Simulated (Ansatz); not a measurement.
# CH₃O (quartet): the correlation ladder, cc-pVDZ

Aim: climb from Hartree-Fock through coupled cluster and multireference methods for CH₃O (quartet) at one geometry and basis, and see what each rung misses.

Method: cc-pVDZ, core rule «outside noble gas», up to 2 orbitals frozen; program: Ansatz 0.2.0, Gaussian basis.

The runs, in order: UHF; CCSD(T) on ROHF; CCSD(T) on UHF; BCCD(T) on ROHF; CISD; CCSDT(Q) on ROHF; CCSDT(Q) on UHF; CASSCF and MRCISD+Q, 13 electrons in 11 orbitals; CASSCF and NEVPT2, 13 electrons in 11 orbitals.

21 further runs of the same task are left out: 1 for a mislabelled method, 8 that didn't finish, 12 set aside as unsound or not needed.

### Step 1. The geometry

The geometry is a PBE0/def2-TZVP stationary point (not a proven minimum) of the parent state, kept for this charge and spin.

5 atoms, charge 0, spin multiplicity 4.

Atoms are counted from 1 here; the program's logs count them from 0.

Bond lengths: O1–C2 1.356 Å, C2–H3 1.104 Å, C2–H4 1.098 Å, C2–H5 1.104 Å. Angles: O1–C2–H3 108.9°, O1–C2–H4 114.9°, O1–C2–H5 108.9°, H3–C2–H4 110.0°, H3–C2–H5 103.7°, H4–C2–H5 110.0°.

### Step 2. UHF

File in.yaml:

```yaml
crystal:
  periodic: [false, false, false]
  atoms:
    - {symbol: O, position_ang: [0.000000, 0.001105, 0.695061]}
    - {symbol: C, position_ang: [0.000000, 0.009438, -0.660775]}
    - {symbol: H, position_ang: [0.868643, -0.569422, -1.021453]}
    - {symbol: H, position_ang: [0.000000, 1.008845, -1.116196]}
    - {symbol: H, position_ang: [-0.868643, -0.569422, -1.021453]}
basis:
  gaussian: {orbitals: cc-pVDZ}
magnetization: {spin_polarized: true, initial_magnetization: 3}
hamiltonian: {xc: hf}
output: {orbitals: {seedname: orbitals}}
```

On the command line:

```console
$ ansatz run in.yaml --threads 1 --pin off --events-out ev --progress --plain --max-ram 2393MiB
```

Further steps of the session: CCSD(T) on ROHF; CCSD(T) on UHF; BCCD(T) on ROHF; CISD; CCSDT(Q) on ROHF; CCSDT(Q) on UHF; CASSCF and MRCISD+Q, 13 electrons in 11 orbitals; CASSCF and NEVPT2, 13 electrons in 11 orbitals.

Q: Predict the results of all the runs planned. Wanted: UCCSDT(Q) below the RHF energy; RMP2 from UCCSDT(Q); UMP2 from UCCSDT(Q); RCCSD from UCCSDT(Q); RCCSD(T) from UCCSDT(Q); UCCSD(T) from UCCSDT(Q); RCCSDT(Q) from UCCSDT(Q); NEVPT2 valence from UCCSDT(Q); MRCISD+Q valence from UCCSDT(Q).

The runs gave:

| quantity | value |
| --- | --- |
| UCCSDT(Q) below the RHF energy | -9.4948 eV |
| RMP2 from UCCSDT(Q) | +1477.9 meV |
| UMP2 from UCCSDT(Q) | +1442.6 meV |
| RCCSD from UCCSDT(Q) | +378.7 meV |
| RCCSD(T) from UCCSDT(Q) | +66.5 meV |
| UCCSD(T) from UCCSDT(Q) | +69.8 meV |
| RCCSDT(Q) from UCCSDT(Q) | +5.3 meV |
| NEVPT2 valence from UCCSDT(Q) | +1284.4 meV |
| MRCISD+Q valence from UCCSDT(Q) | +93.3 meV |
| levels within 1 kcal/mol (43 meV) | RCCSDT, UCCSDT, RCCSDT(Q) |
| T1 diagnostic | 0.056 |
| effectively unpaired electrons | 3.02 |

RCCSD(T) misses by +66.5 meV, 0.7 % of the correlation energy. The occupations are near whole numbers, but T1 = 0.056 shows that the orbitals relax strongly. Of the multireference levels listed MRCISD+Q valence comes nearest in total energy (+93.3 meV), which doesn't show that its space is the better one. These misses are within one basis, not against nature; the frozen cores of restricted and unrestricted runs differ, which can shift their rows.
